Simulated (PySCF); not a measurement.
Compound: C₃H₂ClNS.
SMILES with atom numbers: `[Cl:1][c:2]1[cH:3][s:4][cH:5][n:6]1` (hydrogens: H7 on C3; H8 on C5)

Method used: BHandHLYP/def2-SVP geometry optimisation, gas phase (PySCF).

**Question.** Give the optimised bond lengths and angles.

**Answer.** 
| bond | length (Å) |
| --- | --- |
| Cl1–C2 | 1.718 |
| C2–C3 | 1.359 |
| C3–S4 | 1.716 |
| S4–C5 | 1.721 |
| C5–N6 | 1.287 |
| C2–N6 | 1.354 |
| C3–H7 | 1.079 |
| C5–H8 | 1.084 |

A selection of angles:
| angle | degrees |
| --- | --- |
| Cl1–C2–C3 | 124.0 |
| Cl1–C2–N6 | 119.5 |
| C3–C2–N6 | 116.5 |
| C2–C3–S4 | 108.8 |
| C2–C3–H7 | 128.2 |
| S4–C3–H7 | 123.0 |
| C3–S4–C5 | 89.1 |
| S4–C5–N6 | 115.2 |
| S4–C5–H8 | 121.0 |
| N6–C5–H8 | 123.8 |
| C2–N6–C5 | 110.4 |

The 5-membered ring C2–C3–S4–C5–N6 has internal angles of 89.1° to 116.5° (sum 540°, against 540° for a flat polygon); it is planar, 0.00 Å rms from its mean plane, widest ring torsion 0°. The 6 heavy atoms lie in one plane (0.001 Å rms). The 2 C–N bonds span 1.287 Å (C5–N6, aromatic) to 1.354 Å (C2–N6, aromatic), a spread of 0.067 Å.

Point group: Cs (tolerance 0.08 Å). No frequency check.

The run took 23 s on an Arm Neoverse V1 with one thread, no GPU, on a shared host, and the process peaked at 0.48 GiB of memory. This is the geometry optimisation.
